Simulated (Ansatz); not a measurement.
# SiO2 (silicon dioxide molecule): levels of theory compared

Wanted: a comparison of 6 runs (HF/STO-3G, BHLYP/STO-3G, r2SCAN0/STO-3G, BCCD(T)/STO-3G, CCSDT/STO-3G, FCI/STO-3G) of SiO2 (silicon dioxide molecule). 

The results are computed with Ansatz 0.2.0.

37 further runs of the same task are left out: 8 that didn't finish, 29 set aside as unsound or not needed.

## (1) Starting point

SiO2: 3 atoms, total charge 0, spin state singlet. SMILES: `O=[Si]=O`. The Si2–O1 distance was set to 2.982 Å, away from the relaxed value. At this shape a bond of the SMILES string is far longer than usual.

Bond lengths: Si2–O3 1.491 Å. A long bond or contact: O1–Si2 2.982 Å.

## (2) The energy at HF/STO-3G (run 1)

File job.yaml:

```yaml
crystal:
  periodic: [false, false, false]
  atoms:
    - {symbol: O, position_ang: [1.383206, 2.434168, 1.027652]}
    - {symbol: Si, position_ang: [-0.000730, 0.000440, -0.000160]}
    - {symbol: O, position_ang: [-0.690510, -1.217740, -0.513580]}
basis:
  gaussian:
    orbitals: STO-3G
hamiltonian:
  xc: hf
accuracy: high
```

Run with:

```sh
ansatz run job.yaml --threads 1 --pin off --max-ram 2610MiB --events-out events.jsonl --progress --plain --runs-dir runs
```

The log of the run:

```text
Warning: RAYON_NUM_THREADS=1 ignored (pool sized by the plan → 1); use --threads N
Functional definition: HF
  name "HF"
  exchange = exact_x
  correlation = 0
304 factors; integrals over basis functions are off by at most 1.5e-8 eV
mean field evaluation 1: about -11760.4241 eV, gradient 5.6e1 eV
mean field evaluation 2: about -11760.4384 eV, gradient 5.6e1 eV
mean field evaluation 4: about -11712.6545 eV, gradient 1.0e2 eV
mean field evaluation 8: about -11784.3110 eV, gradient 4.9e-1 eV
mean field evaluation 16: about -11784.3046 eV, gradient 9.2e-9 eV
mean field evaluation 32: about -11784.1906 eV, gradient 3.6e-1 eV
mean field evaluation 64: about -11770.9017 eV, gradient 3.7e0 eV
mean field evaluation 96: about -11784.2666 eV, gradient 1.2e0 eV
mean field -11784.30462669 eV, -433.0652073422 hartree, gradient 9.2e-9 eV, S^2 0.000000; 4 other end points of the search recorded, 0 dependent functions left out
reference -11784.30462669 eV, -433.0652073422 hartree; 15, 15 occupied and 4, 4 virtual orbitals, 304 factors
Total energy: -11784.30462669 eV, -433.0652073422 hartree
```

Wall time 0.22 s (1 thread of AMD EPYC 7R43 (Zen 3), shared host).

## (3) A single-point energy at BHLYP/STO-3G (run 2)

File run.yaml:

```yaml
crystal:
  periodic: [false, false, false]
  atoms:
    - {symbol: O, position_ang: [1.383206, 2.434168, 1.027652]}
    - {symbol: Si, position_ang: [-0.000730, 0.000440, -0.000160]}
    - {symbol: O, position_ang: [-0.690510, -1.217740, -0.513580]}
basis:
  gaussian:
    orbitals: STO-3G
hamiltonian:
  xc: {name: BHLYP}
accuracy: high
```

Run with:

```sh
ansatz run run.yaml --threads 1 --pin off --max-ram 2610MiB --events-out events.jsonl --progress --plain --runs-dir runs
```

The log of the run:

```text
Warning: RAYON_NUM_THREADS=1 ignored (pool sized by the plan → 1); use --threads N
Functional definition: BHLYP
  name "BHLYP"
  parameter a = 0.5
  exchange = (1 - a)*b88_x + a*exact_x
  correlation = lyp_c
304 factors; integrals over basis functions are off by at most 1.5e-8 eV
mean field evaluation 1: about -11795.3049 eV, gradient 5.7e1 eV
mean field evaluation 2: about -11609.7003 eV, gradient 4.3e1 eV
mean field evaluation 4: about -11748.2418 eV, gradient 9.0e1 eV
mean field evaluation 8: about -11814.2616 eV, gradient 1.2e-2 eV
mean field evaluation 16: about -11814.1203 eV, gradient 5.5e-1 eV
mean field -11814.26409684 eV, -434.1661975630 hartree, gradient 4.0e-8 eV, S^2 0.000000; 4 other end points of the search recorded, 0 dependent functions left out
reference -11814.26411205 eV, -434.1661981220 hartree; 15, 15 occupied and 4, 4 virtual orbitals, 304 factors
Total energy: -11814.26411205 eV, -434.1661981220 hartree
```

Run time: 1.2 s. Hardware: 1 thread of AMD EPYC 7R43 (Zen 3), shared host; peak memory 0.1 GiB.

Run 3 isn't shown in full; the table further down has it.

## (4) A single-point energy at BCCD(T)/STO-3G (run 4)

File molecule.yaml:

```yaml
crystal:
  periodic: [false, false, false]
  atoms:
    - {symbol: O, position_ang: [1.383206, 2.434168, 1.027652]}
    - {symbol: Si, position_ang: [-0.000730, 0.000440, -0.000160]}
    - {symbol: O, position_ang: [-0.690510, -1.217740, -0.513580]}
basis:
  gaussian: {orbitals: STO-3G}
correlation: {method: bccd_t, frozen_orbitals: {O: 1, Si: 5}}
accuracy: high
scf: {omitted_lower_state_checks: [cluster_reference, increment]}
```

Run with:

```sh
ansatz run molecule.yaml --threads 1 --pin off --max-ram 2610MiB --events-out events.jsonl --progress --plain --runs-dir runs
```

The log of the run:

```text
Warning: RAYON_NUM_THREADS=1 ignored (pool sized by the plan → 1); use --threads N
[... 15 lines left out ...]
7 core orbitals not correlated: weight in the atoms' cores, before any rotation towards them, 1.000 or more for the frozen orbitals, at most 0.000 for the correlated occupied ones
[... 56 lines left out ...]
Total energy: -11789.45600028 eV, -433.2545168298 hartree
Checks for a lower state left out: cluster_reference, increment
```

Wall time 0.52 s (1 thread of AMD EPYC 7R43 (Zen 3), shared host).

Run 5 isn't shown in full; the table further down has it.

## (5) The energy at FCI/STO-3G (run 6)

File in.yaml:

```yaml
crystal:
  periodic: [false, false, false]
  atoms:
    - {symbol: O, position_ang: [1.383206, 2.434168, 1.027652]}
    - {symbol: Si, position_ang: [-0.000730, 0.000440, -0.000160]}
    - {symbol: O, position_ang: [-0.690510, -1.217740, -0.513580]}
basis:
  gaussian:
    orbitals: STO-3G
correlation:
  method: fci
  frozen_orbitals: {O: 1, Si: 5}
accuracy: high
```

Run with:

```sh
ansatz run in.yaml --threads 1 --pin off --max-ram 2610MiB --events-out events.jsonl --progress --plain --runs-dir runs
```

The log of the run (excerpt; [...] marks lines left out):

```text
Warning: RAYON_NUM_THREADS=1 ignored (pool sized by the plan → 1); use --threads N
[... 2 set-up lines as earlier in the session ...]
[...]
304 factors; integrals over basis functions are off by at most 1.5e-8 eV
[...]
mean field -11784.30462669 eV, -433.0652073422 hartree, gradient 9.2e-9 eV, S^2 0.000000; 8 other end points of the search recorded, 0 dependent functions left out; unrestricted orbitals would lower it
[...]
determinant -11784.30462669 eV, -433.0652073422 hartree, with singles and doubles -11788.65756149 eV, -433.2251747458 hartree
determinant -11784.07646269 eV, -433.0568224699 hartree, with singles and doubles -11788.57684279 eV, -433.2222083883 hartree
determinant -11784.30462669 eV, -433.0652073422 hartree, with singles and doubles -11789.01498470 eV, -433.2383098063 hartree
determinant -11784.07646269 eV, -433.0568224699 hartree, with singles and doubles -11788.88301873 eV, -433.2334601462 hartree
unrestricted determinant -11786.76808595 eV, -433.1557378005 hartree, S^2 1.1306
7 core orbitals not correlated: weight in the atoms' cores, before any rotation towards them, 1.000 or more for the frozen orbitals, at most 0.000 for the correlated occupied ones
reference -11784.30462669 eV, -433.0652073422 hartree; 8, 8 occupied and 4, 4 virtual orbitals, 304 factors
state -11789.45304045 eV, -433.2544080584 hartree
Total energy: -11789.45304045 eV, -433.2544080584 hartree
```

Run time: 2.3 s. Hardware: 1 thread of AMD EPYC 7R43 (Zen 3), shared host; peak memory 0.1 GiB.

## (6) Overview of the runs

| run | level | frozen core orbitals | energy (Eh) | wall time |
| --- | --- | --- | --- | --- |
| 1 | HF/STO-3G | – | -433.065207 | 0.22 s |
| 2 | BHLYP/STO-3G | – | -434.166198 | 1.2 s |
| 3 | r2SCAN0/STO-3G | – | -434.125896 | 2.7 s |
| 4 | BCCD(T)/STO-3G | 7 | -433.254517 | 0.52 s |
| 5 | CCSDT/STO-3G | 7 | -433.255695 | 1 s |
| 6 | FCI/STO-3G | 7 | -433.254408 | 2.3 s |

## (7) What came out

| quantity | value |
| --- | --- |
| run 6: total energy | -433.25441 Eh |
| run 6: correlation energy (7 core orbitals frozen) | -189.2 mEh |

**Reading.** Against full CI in this basis: HF +189.2 mEh; BCCD(T) -0.1 mEh; CCSDT -1.3 mEh. Totals of different functionals can't be ranked against each other. In runs 4, 5 the log says that unrestricted orbitals would lower the reference, so the values rest on an unstable closed-shell determinant (other closed-shell runs at this shape may share the fault). In runs 1, 2, 3, 4, 5, 6 the basis is minimal, so the values are rough. All runs together took 8 s, the longest 2.7 s.
